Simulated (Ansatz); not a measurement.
# C₃H₃F₃: a ladder of functionals and wavefunction methods

An exercise on one series of results from a longer session: the logs are not shown, and one member is left open.

The runs use Ansatz 0.2.0, Gaussian basis; functionals in def2-TZVPP, the program's frozen cores in correlated methods.

The runs, in order: PBE-D4, r2SCAN-D4, PBE0-D4, B3LYP-D4, ωB97X-V, ωB97M-V, B2PLYP; CCSD(T)/def2-TZVPP; MP2/def2-QZVPP; extrapolation to the limit.

## Structure used throughout

All runs share one geometry, relaxed beforehand with PBE0-D4 in a triple-zeta def2 set.

SMILES `FCC=C(F)F`, 9 atoms, charge 0, spin multiplicity 1.

Atoms are counted from 1 here; the program's logs count them from 0.

Bond lengths: F1–C2 1.373 Å, C2–C3 1.488 Å, C2–H7 1.096 Å, C2–H8 1.097 Å, C3–C4 1.318 Å, C3–H9 1.083 Å, C4–F5 1.308 Å, C4–F6 1.318 Å. Angles: F1–C2–C3 112.8°, F1–C2–H7 107.9°, F1–C2–H8 107.9°, C3–C2–H7 110.0°, C3–C2–H8 110.2°, H7–C2–H8 107.9°, C2–C3–C4 127.6°, C2–C3–H9 116.6°, C4–C3–H9 115.8°, C3–C4–F5 127.2°, C3–C4–F6 123.1°, F5–C4–F6 109.7°.

Set-up of the first run:

File in.yaml:

```yaml
crystal:
  periodic: [false, false, false]
  atoms:
    - {symbol: F, position_ang: [-1.029382, -1.196092, -0.990227]}
    - {symbol: C, position_ang: [-0.829099, -0.794028, 0.307483]}
    - {symbol: C, position_ang: [0.205015, 0.269212, 0.429747]}
    - {symbol: C, position_ang: [0.870798, 0.859004, -0.543014]}
    - {symbol: F, position_ang: [0.761787, 0.632209, -1.826243]}
    - {symbol: F, position_ang: [1.774004, 1.795231, -0.333313]}
    - {symbol: H, position_ang: [-0.532897, -1.673667, 0.891113]}
    - {symbol: H, position_ang: [-1.788348, -0.436578, 0.700776]}
    - {symbol: H, position_ang: [0.442121, 0.602308, 1.432578]}
basis:
  gaussian: {orbitals: def2-TZVPP}
hamiltonian: {xc: pbe, dispersion: d4}
output: {forces: true, orbitals: {seedname: orbitals}}
```

On the command line:

```
$ ansatz run in.yaml --threads 4 --pin off --events-out ev --progress --plain --max-ram 10444MiB
```

Among the steps run: PBE-D4 (GGA); r2SCAN-D4 (meta-GGA); PBE0-D4 (hybrid); B3LYP-D4 (hybrid); ωB97X-V (range-separated); ωB97M-V (range-separated); B2PLYP (double hybrid); CCSD(T) in def2-TZVPP; MP2 in def2-QZVPP.

One of the session's tables, all rows but one given; the rest of the session is left out.

| method | atomisation energy (eV) |
| --- | --- |
| PBE-D4 | 40.082 |
| r2SCAN-D4 | 38.651 |
| PBE0-D4 | 38.770 |
| B3LYP-D4 | 38.300 |
| ωB97X-V | 38.453 |
| ωB97M-V | 38.517 |
| B2PLYP | 37.997 |
| HF/def2-TZVPP | 26.953 |
| MP2/def2-TZVPP | 38.591 |
| CCSD/def2-TZVPP | ? |
| CCSD(T)/def2-TZVPP | 37.267 |
| MP2/CBS | 39.591 |
| CCSD(T)/CBS | 38.267 |

Q: Estimate the row for CCSD/def2-TZVPP from the others.

As computed: atomisation energy (eV): 36.514. In the column «atomisation energy (eV)» it lies between HF/def2-TZVPP (26.953) and CCSD(T)/def2-TZVPP (37.267).
